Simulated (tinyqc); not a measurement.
Worked calculation (part 1 of 2): MP2 on RHF in the sto-6g basis, frozen core, for H3O+, spin multiplicity 1. Computed by tinyqc, a small Python program that keeps every step (integrals from PySCF). Settings: charge = 1, multiplicity = 1, basis = sto-6g, method = RHF, frozen orbitals = 1, energy threshold = 1e-10, iteration cap = 68, orthogonalisation = canonical, start = atomic densities, DIIS depth = 6. Command: `OMP_NUM_THREADS=1 python tinyqc.py 22403 22404 out.jsonl` (the two numbers bound the seeds that draw the settings). One thread of a shared host (Intel(R) Xeon(R) Processor @ 2.60GHz), about 0.4 s of CPU time with the checks. The early iterations of the SCF are left out here.

## One-electron integrals

Geometry (angstrom):
```
atom        x        y       z
O      0.0000   0.0000  0.4110
H      0.9170   0.0000  0.0000
H     -0.4580   0.7940  0.0000
H     -0.4580  -0.7940  0.0000
```

Basis sto-6g: exponents (1/bohr^2) and contraction coefficients of normalised primitives:
```
element  l (shell)   exponent  coefficient
O            s (1)  1355.5842       0.0092
O            s (1)   248.5449       0.0494
O            s (1)    69.5339       0.1685
O            s (1)    23.8868       0.3706
O            s (1)     9.2759       0.4165
O            s (1)     3.8203       0.1303
O            s (2)    52.1878      -0.0133
O            s (2)    10.3293      -0.0470
O            s (2)     3.2103      -0.0338
O            s (2)     1.2351       0.2502
O            s (2)     0.5364       0.5951
O            s (2)     0.2459       0.2407
O            p (3)    52.1878       0.0038
O            p (3)    10.3293       0.0377
O            p (3)     3.2103       0.1739
O            p (3)     1.2351       0.4180
O            p (3)     0.5364       0.4259
O            p (3)     0.2459       0.1017
H            s (1)    35.5232       0.0092
H            s (1)     6.5131       0.0494
H            s (1)     1.8221       0.1685
H            s (1)     0.6260       0.3706
H            s (1)     0.2431       0.4165
H            s (1)     0.1001       0.1303
```

Overlap, kinetic and nuclear-attraction integrals over the contracted functions; the nuclear repulsion is the sum of Za Zb / Rab.

nuclear repulsion = 13.641084 hartree

overlap S, lower triangle:
```
         1O 1s   1O 2s   1O 2px   1O 2py   1O 2pz   2H 1s   3H 1s   4H 1s
1O 1s   1.0000
1O 2s   0.2311  1.0000
1O 2px  0.0000  0.0000   1.0000
1O 2py  0.0000  0.0000   0.0000   1.0000
1O 2pz  0.0000  0.0000   0.0000   0.0000   1.0000
2H 1s   0.0497  0.4461   0.3429   0.0000  -0.1537  1.0000
3H 1s   0.0497  0.4463  -0.1714   0.2971  -0.1538  0.2261  1.0000
4H 1s   0.0497  0.4463  -0.1714  -0.2971  -0.1538  0.2261  0.2260  1.0000
```

kinetic energy T (hartree), lower triangle:
```
          1O 1s   1O 2s   1O 2px   1O 2py   1O 2pz   2H 1s   3H 1s   4H 1s
1O 1s   29.3272
1O 2s   -0.8960  0.8426
1O 2px   0.0000  0.0000   2.5313
1O 2py   0.0000  0.0000   0.0000   2.5313
1O 2pz   0.0000  0.0000   0.0000   0.0000   2.5313
2H 1s   -0.0040  0.1061   0.2252   0.0000  -0.1010  0.7685
3H 1s   -0.0040  0.1062  -0.1127   0.1953  -0.1011  0.0020  0.7685
4H 1s   -0.0040  0.1062  -0.1127  -0.1953  -0.1011  0.0020  0.0020  0.7685
```

nuclear attraction V (hartree), lower triangle:
```
           1O 1s     1O 2s    1O 2px    1O 2py    1O 2pz    2H 1s    3H 1s    4H 1s
1O 1s   -62.8385
1O 2s    -6.5165  -10.5646
1O 2px    0.0000    0.0000  -10.5921
1O 2py    0.0000    0.0000    0.0000  -10.5923
1O 2pz    0.0183    0.2068    0.0000    0.0000  -10.5082
2H 1s    -1.5998   -3.7446   -2.5659    0.0000    1.2137  -5.9898
3H 1s    -1.6011   -3.7468    1.2825   -2.2235    1.2146  -1.4911  -5.9910
4H 1s    -1.6011   -3.7468    1.2825    2.2235    1.2146  -1.4911  -1.4909  -5.9910
```

core Hamiltonian H = T + V (hartree), lower triangle:
```
           1O 1s    1O 2s   1O 2px   1O 2py   1O 2pz    2H 1s    3H 1s    4H 1s
1O 1s   -33.5113
1O 2s    -7.4126  -9.7220
1O 2px    0.0000   0.0000  -8.0608
1O 2py    0.0000   0.0000   0.0000  -8.0610
1O 2pz    0.0183   0.2068   0.0000   0.0000  -7.9769
2H 1s    -1.6038  -3.6385  -2.3407   0.0000   1.1127  -5.2213
3H 1s    -1.6051  -3.6405   1.1699  -2.0282   1.1135  -1.4891  -5.2224
4H 1s    -1.6051  -3.6405   1.1699   2.0282   1.1135  -1.4891  -1.4889  -5.2224
```

## Two-electron integrals

Functions are numbered as in S; the eight-fold symmetry (ij|kl) = (ji|kl) = (kl|ij) leaves the list below.

Two-electron integrals (ij|kl) in chemists' order, unique and non-zero (hartree):
```
(11|11) 4.7875      (21|11) 0.6759      (21|21) 0.1215      (22|11) 1.1174
(22|21) 0.2492      (22|22) 0.8174      (31|31) 0.0258      (32|31) 0.0391
(32|32) 0.1807      (33|11) 1.1174      (33|21) 0.2492      (33|22) 0.8174
(33|33) 0.8807      (41|41) 0.0258      (42|41) 0.0391      (42|42) 0.1807
(43|43) 0.0475      (44|11) 1.1174      (44|21) 0.2492      (44|22) 0.8174
(44|33) 0.7857      (44|44) 0.8807      (51|51) 0.0258      (52|51) 0.0391
(52|52) 0.1807      (53|53) 0.0475      (54|54) 0.0475      (55|11) 1.1174
(55|21) 0.2492      (55|22) 0.8174      (55|33) 0.7857      (55|44) 0.7857
(55|55) 0.8807      (61|11) 0.1550      (61|21) 0.0267      (61|22) 0.0536
(61|31) 0.0012      (61|32) 0.0023      (61|33) 0.0537      (61|44) 0.0534
(61|51) -0.0005     (61|52) -0.0010     (61|53) -1.29e-04   (61|55) 0.0535
(61|61) 0.0060      (62|11) 0.3717      (62|21) 0.0840      (62|22) 0.3045
(62|31) 0.0061      (62|32) 0.0450      (62|33) 0.3120      (62|44) 0.2995
(62|51) -0.0027     (62|52) -0.0202     (62|53) -0.0056     (62|55) 0.3020
(62|61) 0.0186      (62|62) 0.1403      (63|11) 0.2427      (63|21) 0.0556
(63|22) 0.2151      (63|31) 0.0130      (63|32) 0.0828      (63|33) 0.2328
(63|44) 0.2054      (63|51) -0.0016     (63|52) -0.0135     (63|53) -0.0081
(63|55) 0.2071      (63|61) 0.0129      (63|62) 0.1205      (63|63) 0.1225
(64|41) 0.0094      (64|42) 0.0527      (64|43) 0.0093      (64|54) -0.0042
(64|64) 0.0200      (65|11) -0.1088     (65|21) -0.0249     (65|22) -0.0964
(65|31) -0.0016     (65|32) -0.0135     (65|33) -0.0960     (65|44) -0.0921
(65|51) 0.0101      (65|52) 0.0587      (65|53) 0.0111      (65|55) -0.1012
(65|61) -0.0058     (65|62) -0.0540     (65|63) -0.0459     (65|65) 0.0406
(66|11) 0.5101      (66|21) 0.1175      (66|22) 0.4863      (66|31) 0.0113
(66|32) 0.1125      (66|33) 0.5155      (66|44) 0.4668      (66|51) -0.0051
(66|52) -0.0504     (66|53) -0.0218     (66|55) 0.4766      (66|61) 0.0262
(66|62) 0.2819      (66|63) 0.2766      (66|65) -0.1240     (66|66) 0.7750
(71|11) 0.1551      (71|21) 0.0267      (71|22) 0.0536      (71|31) -0.0006
(71|32) -0.0012     (71|33) 0.0536      (71|41) 0.0010      (71|42) 0.0020
(71|43) -1.25e-04   (71|44) 0.0537      (71|51) -0.0005     (71|52) -0.0010
(71|53) 6.47e-05    (71|54) -1.12e-04   (71|55) 0.0535      (71|61) 0.0059
(71|62) 0.0179      (71|63) 0.0116      (71|64) 4.87e-04    (71|65) -0.0056
(71|66) 0.0250      (71|71) 0.0060      (72|11) 0.3719      (72|21) 0.0841
(72|22) 0.3047      (72|31) -0.0031     (72|32) -0.0225     (72|33) 0.3028
(72|41) 0.0053      (72|42) 0.0390      (72|43) -0.0054     (72|44) 0.3091
(72|51) -0.0027     (72|52) -0.0202     (72|53) 0.0028      (72|54) -0.0049
(72|55) 0.3022      (72|61) 0.0179      (72|62) 0.1139      (72|63) 0.0743
(72|64) 0.0120      (72|65) -0.0426     (72|66) 0.1877      (72|71) 0.0186
(72|72) 0.1405      (73|11) -0.1213     (73|21) -0.0278     (73|22) -0.1075
(73|31) 0.0103      (73|32) 0.0603      (73|33) -0.1131     (73|41) -0.0015
(73|42) -0.0130     (73|43) 0.0100      (73|44) -0.1060     (73|51) 0.0008
(73|52) 0.0067      (73|53) -0.0052     (73|54) 0.0017      (73|55) -0.1035
(73|61) -0.0054     (73|62) -0.0267     (73|63) -0.0022     (73|64) -0.0022
(73|65) 0.0097      (73|66) -0.0308     (73|71) -0.0064     (73|72) -0.0603
(73|73) 0.0456      (74|11) 0.2103      (74|21) 0.0482      (74|22) 0.1864
(74|31) -0.0015     (74|32) -0.0130     (74|33) 0.1799      (74|41) 0.0121
(74|42) 0.0753      (74|43) -0.0080     (74|44) 0.1998      (74|51) -0.0014
(74|52) -0.0117     (74|53) 0.0017      (74|54) -0.0071     (74|55) 0.1795
(74|61) 0.0103      (74|62) 0.0704      (74|63) 0.0454      (74|64) 0.0228
(74|65) -0.0258     (74|66) 0.1169      (74|71) 0.0112      (74|72) 0.1045
(74|73) -0.0444     (74|74) 0.0969      (75|11) -0.1088     (75|21) -0.0250
(75|22) -0.0965     (75|31) 0.0008      (75|32) 0.0067      (75|33) -0.0931
(75|41) -0.0014     (75|42) -0.0117     (75|43) 0.0017      (75|44) -0.0951
(75|51) 0.0101      (75|52) 0.0588      (75|53) -0.0055     (75|54) 0.0096
(75|55) -0.1013     (75|61) -0.0056     (75|62) -0.0426     (75|63) -0.0273
(75|64) -0.0045     (75|65) 0.0314      (75|66) -0.0769     (75|71) -0.0058
(75|72) -0.0541     (75|73) 0.0230      (75|74) -0.0398     (75|75) 0.0406
(76|11) 0.1400      (76|21) 0.0320      (76|22) 0.1251      (76|31) 0.0009
(76|32) 0.0080      (76|33) 0.1250      (76|41) 0.0016      (76|42) 0.0138
(76|43) 4.20e-04    (76|44) 0.1254      (76|51) -0.0017     (76|52) -0.0143
(76|53) -0.0015     (76|54) -0.0026     (76|55) 0.1250      (76|61) 0.0070
(76|62) 0.0571      (76|63) 0.0455      (76|64) 0.0056      (76|65) -0.0247
(76|66) 0.1180      (76|71) 0.0070      (76|72) 0.0571      (76|73) -0.0179
(76|74) 0.0422      (76|75) -0.0247     (76|76) 0.0284      (77|11) 0.5102
(77|21) 0.1175      (77|22) 0.4864      (77|31) -0.0056     (77|32) -0.0562
(77|33) 0.4791      (77|41) 0.0098      (77|42) 0.0975      (77|43) -0.0211
(77|44) 0.5035      (77|51) -0.0051     (77|52) -0.0505     (77|53) 0.0109
(77|54) -0.0189     (77|55) 0.4767      (77|61) 0.0250      (77|62) 0.1876
(77|63) 0.1167      (77|64) 0.0317      (77|65) -0.0769     (77|66) 0.3284
(77|71) 0.0263      (77|72) 0.2821      (77|73) -0.1383     (77|74) 0.2397
(77|75) -0.1241     (77|76) 0.1180      (77|77) 0.7750      (81|11) 0.1551
(81|21) 0.0267      (81|22) 0.0536      (81|31) -0.0006     (81|32) -0.0012
(81|33) 0.0536      (81|41) -0.0010     (81|42) -0.0020     (81|43) 1.25e-04
(81|44) 0.0537      (81|51) -0.0005     (81|52) -0.0010     (81|53) 6.47e-05
(81|54) 1.12e-04    (81|55) 0.0535      (81|61) 0.0059      (81|62) 0.0179
(81|63) 0.0116      (81|64) -4.87e-04   (81|65) -0.0056     (81|66) 0.0250
(81|71) 0.0059      (81|72) 0.0180      (81|73) -0.0062     (81|74) 0.0098
(81|75) -0.0056     (81|76) 0.0068      (81|77) 0.0250      (81|81) 0.0060
(82|11) 0.3719      (82|21) 0.0841      (82|22) 0.3047      (82|31) -0.0031
(82|32) -0.0225     (82|33) 0.3028      (82|41) -0.0053     (82|42) -0.0390
(82|43) 0.0054      (82|44) 0.3091      (82|51) -0.0027     (82|52) -0.0202
(82|53) 0.0028      (82|54) 0.0049      (82|55) 0.3022      (82|61) 0.0179
(82|62) 0.1139      (82|63) 0.0743      (82|64) -0.0120     (82|65) -0.0426
(82|66) 0.1877      (82|71) 0.0180      (82|72) 0.1140      (82|73) -0.0475
(82|74) 0.0584      (82|75) -0.0427     (82|76) 0.0473      (82|77) 0.1877
(82|81) 0.0186      (82|82) 0.1405      (83|11) -0.1213     (83|21) -0.0278
(83|22) -0.1075     (83|31) 0.0103      (83|32) 0.0603      (83|33) -0.1131
(83|41) 0.0015      (83|42) 0.0130      (83|43) -0.0100     (83|44) -0.1060
(83|51) 0.0008      (83|52) 0.0067      (83|53) -0.0052     (83|54) -0.0017
(83|55) -0.1035     (83|61) -0.0054     (83|62) -0.0267     (83|63) -0.0022
(83|64) 0.0022      (83|65) 0.0097      (83|66) -0.0308     (83|71) -0.0062
(83|72) -0.0475     (83|73) 0.0352      (83|74) -0.0238     (83|75) 0.0175
(83|76) -0.0146     (83|77) -0.0857     (83|81) -0.0064     (83|82) -0.0603
(83|83) 0.0456      (84|11) -0.2103     (84|21) -0.0482     (84|22) -0.1864
(84|31) 0.0015      (84|32) 0.0130      (84|33) -0.1799     (84|41) 0.0121
(84|42) 0.0753      (84|43) -0.0080     (84|44) -0.1998     (84|51) 0.0014
(84|52) 0.0117      (84|53) -0.0017     (84|54) -0.0071     (84|55) -0.1795
(84|61) -0.0103     (84|62) -0.0704     (84|63) -0.0454     (84|64) 0.0228
(84|65) 0.0258      (84|66) -0.1169     (84|71) -0.0098     (84|72) -0.0584
(84|73) 0.0238      (84|74) -0.0147     (84|75) 0.0214      (84|76) -0.0252
(84|77) -0.0852     (84|81) -0.0112     (84|82) -0.1045     (84|83) 0.0444
(84|84) 0.0969      (85|11) -0.1088     (85|21) -0.0250     (85|22) -0.0965
(85|31) 0.0008      (85|32) 0.0067      (85|33) -0.0931     (85|41) 0.0014
(85|42) 0.0117      (85|43) -0.0017     (85|44) -0.0951     (85|51) 0.0101
(85|52) 0.0588      (85|53) -0.0055     (85|54) -0.0096     (85|55) -0.1013
(85|61) -0.0056     (85|62) -0.0426     (85|63) -0.0273     (85|64) 0.0045
(85|65) 0.0314      (85|66) -0.0769     (85|71) -0.0056     (85|72) -0.0427
(85|73) 0.0175      (85|74) -0.0214     (85|75) 0.0314      (85|76) -0.0199
(85|77) -0.0769     (85|81) -0.0058     (85|82) -0.0541     (85|83) 0.0230
(85|84) 0.0398      (85|85) 0.0406      (86|11) 0.1400      (86|21) 0.0320
(86|22) 0.1251      (86|31) 0.0009      (86|32) 0.0080      (86|33) 0.1250
(86|41) -0.0016     (86|42) -0.0138     (86|43) -4.20e-04   (86|44) 0.1254
(86|51) -0.0017     (86|52) -0.0143     (86|53) -0.0015     (86|54) 0.0026
(86|55) 0.1250      (86|61) 0.0070      (86|62) 0.0571      (86|63) 0.0455
(86|64) -0.0056     (86|65) -0.0247     (86|66) 0.1180      (86|71) 0.0068
(86|72) 0.0473      (86|73) -0.0146     (86|74) 0.0252      (86|75) -0.0199
(86|76) 0.0237      (86|77) 0.0809      (86|81) 0.0070      (86|82) 0.0571
(86|83) -0.0179     (86|84) -0.0422     (86|85) -0.0247     (86|86) 0.0284
(87|11) 0.1399      (87|21) 0.0320      (87|22) 0.1251      (87|31) -0.0019
(87|32) -0.0160     (87|33) 0.1257      (87|44) 0.1247      (87|51) -0.0017
(87|52) -0.0143     (87|53) 0.0030      (87|55) 0.1250      (87|61) 0.0068
(87|62) 0.0473      (87|63) 0.0291      (87|65) -0.0199     (87|66) 0.0808
(87|71) 0.0070      (87|72) 0.0571      (87|73) -0.0276     (87|74) 0.0366
(87|75) -0.0247     (87|76) 0.0237      (87|77) 0.1180      (87|81) 0.0070
(87|82) 0.0571      (87|83) -0.0276     (87|84) -0.0366     (87|85) -0.0247
(87|86) 0.0237      (87|87) 0.0284      (88|11) 0.5102      (88|21) 0.1175
(88|22) 0.4864      (88|31) -0.0056     (88|32) -0.0562     (88|33) 0.4791
(88|41) -0.0098     (88|42) -0.0975     (88|43) 0.0211      (88|44) 0.5035
(88|51) -0.0051     (88|52) -0.0505     (88|53) 0.0109      (88|54) 0.0189
(88|55) 0.4767      (88|61) 0.0250      (88|62) 0.1876      (88|63) 0.1167
(88|64) -0.0317     (88|65) -0.0769     (88|66) 0.3284      (88|71) 0.0250
(88|72) 0.1877      (88|73) -0.0857     (88|74) 0.0852      (88|75) -0.0769
(88|76) 0.0809      (88|77) 0.3283      (88|81) 0.0263      (88|82) 0.2821
(88|83) -0.1383     (88|84) -0.2397     (88|85) -0.1241     (88|86) 0.1180
(88|87) 0.1180      (88|88) 0.7750
```

## Orthogonalisation

S = U s U^T; canonical form X = U s^(-1/2), so that X^T S X = 1. Each column of U has its largest component positive (the first on a tie).

eigenvalues of S: 0.3537  0.4519  0.4521  0.9208  1.0666  1.3217  1.3220  2.1110

X:
```
              1        2        3        4        5        6        7        8
1O 1s   -0.3269   0.0000   0.0004   0.7399   0.6318  -0.0001   0.0000   0.1239
1O 2s    1.2745   0.0000  -0.0011  -0.1780   0.2446  -0.0001   0.0000   0.3969
1O 2px  -0.0009   0.0000  -0.9046   0.0001   0.0001   0.6904   0.0000   0.0000
1O 2py   0.0000   0.9050   0.0000   0.0000   0.0000   0.0000   0.6903   0.0000
1O 2pz  -0.3988   0.0000   0.0003  -0.6824   0.6711   0.0000   0.0000  -0.1278
2H 1s   -0.5575   0.0000   0.9644  -0.1172  -0.0969   0.4321   0.0000   0.3079
3H 1s   -0.5594  -0.8348  -0.4814  -0.1172  -0.0969  -0.2159   0.3741   0.3080
4H 1s   -0.5594   0.8348  -0.4814  -0.1172  -0.0969  -0.2159  -0.3741   0.3080
```

## Iteration 8 (converged): orbitals

converged F (hartree), lower triangle:
```
           1O 1s    1O 2s   1O 2px   1O 2py   1O 2pz    2H 1s    3H 1s    4H 1s
1O 1s   -21.1344
1O 2s    -5.1048  -2.8842
1O 2px    0.0000   0.0000  -0.8923
1O 2py    0.0000   0.0000   0.0000  -0.8925
1O 2pz    0.0242   0.1378   0.0000   0.0000  -0.9206
2H 1s    -1.1048  -1.1530  -0.5970   0.0000   0.3195  -0.8745
3H 1s    -1.1057  -1.1537   0.2983  -0.5172   0.3197  -0.4310  -0.8749
4H 1s    -1.1057  -1.1537   0.2983   0.5172   0.3197  -0.4310  -0.4310  -0.8749
```

Diagonalise F' = X^T F X, C = X C', fill 5 alpha and 5 beta electrons from the bottom; D = 2 C_occ C_occ^T. Each column has its largest component positive (the first on a tie).

F' = X^T F X (hartree), lower triangle:
```
         1        2        3         4         5        6        7        8
1  -0.4521
2   0.0000   0.2133
3   0.0010   0.0000   0.2129
4   1.7788   0.0000  -0.0027  -10.2238
5   1.4642   0.0000  -0.0024   -9.2680  -10.1381
6  -0.0002   0.0000   0.0344    0.0016    0.0016  -1.0836
7   0.0000  -0.0344   0.0000    0.0000    0.0000   0.0000  -1.0838
8  -0.0180   0.0000  -0.0003   -3.5949   -3.6248   0.0007   0.0000  -2.9790
```

orbital energies (hartree): MO1 -21.1375, MO2 -1.8016, MO3 -1.0847, MO4 -1.0845, MO5 -0.9347, MO6 0.0808, MO7 0.2139, MO8 0.2142

coefficients C:
```
            MO1      MO2      MO3      MO4      MO5      MO6      MO7      MO8
1O 1s    0.9967  -0.2263   0.0000   0.0000  -0.0725  -0.1378  -0.0002   0.0000
1O 2s    0.0160   0.8723   0.0000   0.0001   0.3826   0.9827   0.0013   0.0000
1O 2px   0.0000   0.0000   0.0000   0.7141  -0.0001   0.0010  -0.8860   0.0000
1O 2py   0.0000   0.0000   0.7140   0.0000   0.0000   0.0000   0.0000   0.8863
1O 2pz  -0.0026  -0.1436   0.0000   0.0001   0.9045  -0.5028  -0.0007   0.0000
2H 1s   -0.0029   0.0922   0.0000   0.4064  -0.1207  -0.6389   0.9742   0.0000
3H 1s   -0.0030   0.0923   0.3519  -0.2031  -0.1207  -0.6377  -0.4882  -0.8444
4H 1s   -0.0030   0.0923  -0.3519  -0.2031  -0.1207  -0.6377  -0.4882   0.8444
```

D after iteration 8, lower triangle:
```
          1O 1s   1O 2s   1O 2px   1O 2py   1O 2pz    2H 1s    3H 1s   4H 1s
1O 1s    2.0996
1O 2s   -0.4184  1.8151
1O 2px   0.0000  0.0000   1.0199
1O 2py   0.0000  0.0000   0.0000   1.0196
1O 2pz  -0.0714  0.4415   0.0000   0.0000   1.6773
2H 1s   -0.0301  0.0684   0.5804   0.0000  -0.2447   0.3765
3H 1s   -0.0301  0.0685  -0.2901   0.5025  -0.2449  -0.1189   0.3763
4H 1s   -0.0301  0.0685  -0.2901  -0.5025  -0.2449  -0.1189  -0.1189  0.3763
```

## Convergence

Stop when the energy changes by less than 1e-10 hartree and every element of the error matrix X^T (F D S - S D F) X is below 3e-06.

Course of the cycle:
```
iteration  E (hartree)     change  largest element of the error matrix
1           -72.070507          -                             1.63e+00
2           -75.918437  -3.85e+00                             3.83e-01
3           -76.034225  -1.16e-01                             7.00e-02
4           -76.036803  -2.58e-03                             9.77e-03
5           -76.036869  -6.56e-05                             9.39e-04
6           -76.036870  -1.44e-06                             1.66e-04
7           -76.036870  -5.36e-08                             1.18e-06
8           -76.036870  -1.66e-12                             1.29e-08
```

PySCF RHF in the same basis = -76.036870 hartree

Converged in 8 iterations.
